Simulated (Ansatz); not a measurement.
## Si2: a test of scalar relativity, step by step

With Ansatz 0.2.0 through its Python package.

Notebook, run cell by cell (the value of a cell's last expression is shown):

**Cell 1**
```python
import ansatz as az
import numpy as np
```

**Cell 2**
```python
XC = "b3lyp"
```

**Cell 3**
```python
geometry_ang = [
    ("Si", (0.0, 0.0, 0.0)),
    ("Si", (0.0, 0.0, 2.23)),
]
system = az.Crystal.molecule()
for symbol, xyz in geometry_ang:
    system = system.atom(symbol, xyz)
```

**Cell 4**
```python
base = (
    system.calculation()
    .functional(XC)
    .spin("collinear", total=2)  # two spin channels
    .forces()
)
# a set contracted for a scalar-relativistic Hamiltonian goes with the relativistic run
sets = {"none": "cc-pVTZ", "scalar": "cc-pVTZ-DK"}
found = {kind: base.basis(gaussian=basis).pseudopotentials(relativity=kind).run(threads=1, backend="cpu").report for kind, basis in sets.items()}
for kind, each in found.items():
    dipole = 4.803205 * np.linalg.norm(each["charge_distribution"]["dipole_moment_e_ang"])
    print(f"{kind:7s} E = {each['free_energy_ev']:.4f} eV  dipole {dipole:.3f} D  largest force component {np.abs(each['forces_ev_ang']).max():.4f} eV/A")
print(f"relativity lowers the total energy by {found['none']['free_energy_ev'] - found['scalar']['free_energy_ev']:.3f} eV")
```
Output:
```text
none    E = -15752.9530 eV  dipole 0.000 D  largest force component 0.6053 eV/A
scalar  E = -15786.0830 eV  dipole 0.000 D  largest force component 0.6070 eV/A
relativity lowers the total energy by 33.130 eV
```

The total moves by -33.1 eV, nearly all in the cores, and the dipole from 0.00 to 0.00 D.

Caveats:
- Total energies depend on the basis set; only differences at equal settings carry meaning.
- The geometry is a force-field or estimated start, not a minimum of this method. The basis set changes with the Hamiltonian (a set recontracted for scalar relativity), and most of the change in the total lies in the cores.
- The run takes the species as open-shell (spin multiplicity 3), which needn't be its ground state.
- b3lyp holds the VWN-RPA fit, as in Gaussian; the form of ORCA and Turbomole is b3lyp5.
- The spin state was assumed, and another may lie lower.
- Timing: 12 s on 1 thread of Arm Neoverse V1 (shared host), peak memory 0.24 GiB.
